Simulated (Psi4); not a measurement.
# BClO (boron chloride oxide) at B97-3/6-311++G(2d,2p)

Aim: a geometry optimisation of BClO (boron chloride oxide). 

The calculation is run with Psi4 1.11.

2 further runs of the same task are left out: 2 set aside as unsound or not needed.

### Step 1. The structure to begin with

The species is BClO (3 atoms), meant as a singlet with charge 0. SMILES: `O=BCl`. All atoms were displaced at random from a relaxed shape. The run starts from this shape.

Bond lengths: O1–B2 1.244 Å, B2–Cl3 1.736 Å. Angles: O1–B2–Cl3 160.1°.

### Step 2. A geometry optimisation at B97-3/6-311++G(2d,2p)

job.dat reads:

```
memory 1600 mb

molecule mol {
  0 1
  O
  B 1 R2
  Cl 2 R3 1 A3

  R2 = 1.243875
  R3 = 1.735554
  A3 = 160.14027
  symmetry c1
}

set globals {
  basis        6-311++G(2d,2p)
  reference    rks
  scf_type     pk
  geom_maxiter 60
}

opt("b97-3")
```

On the command line:

```bash
$ psi4 job.dat job.out -n 1
```

job.out:

```text
[...]
  Running in c1 symmetry.
[...]
  Nuclear repulsion =   67.446012906719204
[...]
  Multiplicity = 1
[...]
  Nalpha       = 15
  Nbeta        = 15
[...]
    Number of basis functions: 89
[...]
   @RKS iter   1:  -560.06359344301757   -3.48178e-01   8.84199e-03 DIIS/ADIIS
[...]
   @RKS iter  13:  -560.31552963897229   -3.97904e-12   2.67427e-09 DIIS
[...]
    Orbital Energies [Eh]
    ---------------------
    Doubly Occupied:
       1A   -101.864628     2A    -19.256306     3A     -9.636916
       4A     -7.361458     5A     -7.354413     6A     -7.354413
       7A     -6.899262     8A     -1.037214     9A     -0.932915
      10A     -0.536908    11A     -0.451121    12A     -0.435104
      13A     -0.435104    14A     -0.370057    15A     -0.370057
[...]
  @RKS Final Energy:  -560.31552963897229
   => Energetics <=
    Nuclear Repulsion Energy =             69.1619144002267916
    One-Electron Energy =                -908.8000872397901730
    Two-Electron Energy =                 309.4759650127121517
    DFT Exchange-Correlation Energy =     -30.1533218121210460
    Empirical Dispersion Energy =           0.0000000000000000
    VV10 Nonlocal Energy =                  0.0000000000000000
    Total Energy =                       -560.3155296389722935
[...]
 Multipole Moments:
 ------------------------------------------------------------------------------------
     Multipole            Electronic (a.u.)      Nuclear  (a.u.)        Total (a.u.)
 ------------------------------------------------------------------------------------
 L = 1.  Multiply by 2.5417464519 to convert [e a0] to [Debye]
 Dipole X            :          0.0000000            0.0000000            0.0000000
 Dipole Y            :          0.0000054           -0.0000049            0.0000005
 Dipole Z            :          1.4559564           -0.3537164            1.1022400
 Magnitude           :                                                    1.1022400
[...]
  -Total Gradient:
     Atom            X                  Y                   Z
    ------   -----------------  -----------------  -----------------
       1        0.000000000000    -0.000000928209    -0.000006893699
       2       -0.000000000000     0.000001598973    -0.000002051825
       3       -0.000000000000    -0.000000666260     0.000018143198
[...]
    Final optimized geometry and variables:
    Molecular point group: c1
    Full point group: C_inf_v
    Geometry (in Angstrom), charge = 0, multiplicity = 1:
    O
    B             1          R2
    CL            2          R3      1          A3
    A3        =  179.9987873150
    R2        =    1.2019854876
    R3        =    1.6879068795
    Psi4 run time: 0:00:32.64
[...]
```

Standard output:

```text
Optimizer: Optimization complete!
```

Wall time 34 s (1 thread of Intel Xeon Platinum 8488C (Sapphire Rapids), shared host); peak memory 0.49 GiB.

The path in brief:

| step | energy from the first frame kept (eV) | largest force (eV/Å) |
| --- | --- | --- |
| 0 | 0.0000 | 3.4064 |
| 1 | -0.1943 | 0.8954 |
| 2 | -0.2510 | 0.7354 |
| 3 | -0.2585 | 0.3279 |
| 4 | -0.2621 | 0.1421 |
| 5 | -0.2621 | 0.0299 |
| 6 | -0.2621 | 0.0009 |

After the run. Bond lengths: O1–B2 1.202 Å, B2–Cl3 1.688 Å. Angles: O1–B2–Cl3 180.0°.

### Step 3. Summary of results

At B97-3/6-311++G(2d,2p):

| quantity | value |
| --- | --- |
| total energy at the end | -560.31553 Eh |
| dipole moment | 2.80 D |
| HOMO energy | -10.07 eV |
| LUMO energy | -0.42 eV |
| HOMO–LUMO gap | 9.65 eV |

At the final geometry: Bond lengths: O1–B2 1.202 Å, B2–Cl3 1.688 Å. Angles: O1–B2–Cl3 180.0°. The optimisation took 7 steps and changed the energy by -0.262 eV.
